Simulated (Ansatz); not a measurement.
Born–Oppenheimer molecular dynamics of BCl2H (4 atoms, charge 0, multiplicity 1). It goes on from the last frame of an earlier run, with new velocities.

These are results of RKS B3LYP/def2-TZVP (Ansatz 0.2.0), not measurements.

| Item | Value |
| --- | --- |
| ensemble | NVE (velocity Verlet) |
| time step | 0.5 fs |
| steps asked | 150 |
| starting velocities drawn for | 1000 K |
| seed | 176424 |

First frame:

```xyz
4
Properties=species:S:1:pos:R:3
B -0.080 0.004 0.039
Cl 0.004 0.000 1.776
H 0.928 -0.018 -0.533
Cl -1.532 0.000 -0.892
```

**Question.** How far do the bonds stretch over the last three quarters of this one trajectory? (Pairs bonded in most of those frames.)

**Answer.** 
```json
{"bond": "B1–Cl2", "mean (Å)": "1.764", "spread (Å)": "0.060", "shortest": "1.66", "longest": "1.86"}
{"bond": "B1–H3", "mean (Å)": "1.187", "spread (Å)": "0.031", "shortest": "1.14", "longest": "1.24"}
{"bond": "B1–Cl4", "mean (Å)": "1.737", "spread (Å)": "0.034", "shortest": "1.68", "longest": "1.80"}
```

Mean temperature of the second half: 567 K. The conserved energy stayed within 0.14 meV per atom of its start (net change -0.032 meV per atom), so the integration is sound. Over the second half the temperature averaged 0.57 of the 1000 K drawn at the start: a run that starts near a minimum puts about half its kinetic energy into the potential. A run of 0.075 ps of so small a system gives no equilibrium averages.

The run took 2.9 min on 2 threads of Arm Neoverse V2, with other jobs on the host, peak memory 0.17 GiB.
